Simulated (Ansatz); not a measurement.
Working through a nudged elastic band for an internal rotation of BFH4Si, SMILES FB[SiH3]

Computed with the Python package of Ansatz (0.2.0).

Interactive session:
```pycon
>>> from dataclasses import dataclass
>>> import ansatz as az
>>> import numpy as np
>>> @dataclass
... class Options:
...     basis_set: str = "6-31G*"
...     functional: str = "HF"
...
>>> settings = Options()
>>> mol = (
...     az.Crystal.molecule()
...     .atom("F", (-1.0196, -1.5379, 1.2651))
...     .atom("B", (-0.2123, -1.1101, 0.1578))
...     .atom("Si", (0.1356, 0.7694, -0.177))
...     .atom("H", (0.3388, -1.9223, -0.5441))
...     .atom("H", (1.0627, 0.8879, -1.3426))
...     .atom("H", (0.8189, 1.3619, 1.0206))
...     .atom("H", (-1.0629, 1.483, -0.4255))
... )
>>> setup = (
...     mol.calculation()
...     .basis(gaussian=settings.basis_set)
...     .functional(settings.functional)
... )
>>> symbols = [site.symbol for site in mol.cartesian_sites]
>>> start = np.array([site.position_ang for site in mol.cartesian_sites], dtype=float)
>>> report = setup.relax(force_tolerance=0.005).run(threads=1, pin="off").report
>>> end = np.array(report["positions_ang"])
>>> first, second, third = [4, 5, 6]
>>> turned = end.copy()
>>> turned[[first, second, third]] = end[[second, third, first]]
>>> listed = lambda xyz: [{"symbol": s, "position_ang": p.tolist()} for s, p in zip(symbols, xyz)]
>>> deck = setup.input().to_dict()
>>> deck["crystal"]["atoms"] = listed(end)
>>> deck["neb"] = {"final_atoms": listed(turned), "images": 4, "initial_path": "idpp", "f_tol": 0.03, "max_iterations": 40}
>>> rounds = []
>>> band = az.Session.from_dict(deck).plan().execute(on_event=lambda e: rounds.append(e["data"]) if e["event"] == "neb_iteration" else None)
>>> for each in rounds:
...     print(f"round {each['iteration']:2d}  largest band force {each['band_force_max_ev_ang']:.4f} eV/A")
...
round  1  largest band force 0.4597 eV/A
round  2  largest band force 0.2654 eV/A
round  3  largest band force 0.8593 eV/A
round  4  largest band force 0.4720 eV/A
round  5  largest band force 0.0323 eV/A
round  6  largest band force 0.0213 eV/A
>>> images = rounds[-1]["images"]
>>> for image in images:
...     print(f"s = {image['path_coordinate_ang']:6.3f} A   {(image['lagrangian_ev'] - images[0]['lagrangian_ev']):8.3f} eV")
...
s =  0.000 A      0.000 eV
s =  0.484 A      0.001 eV
s =  0.968 A      0.002 eV
s =  1.538 A      0.001 eV
s =  2.109 A      0.000 eV
s =  2.679 A      0.000 eV
```

The energies are electronic: no zero-point or thermal terms, and the basis set is short of its limit. It ran for 2 min on 1 thread of Arm Neoverse N1, with other jobs on the host, peak memory 0.19 GiB.
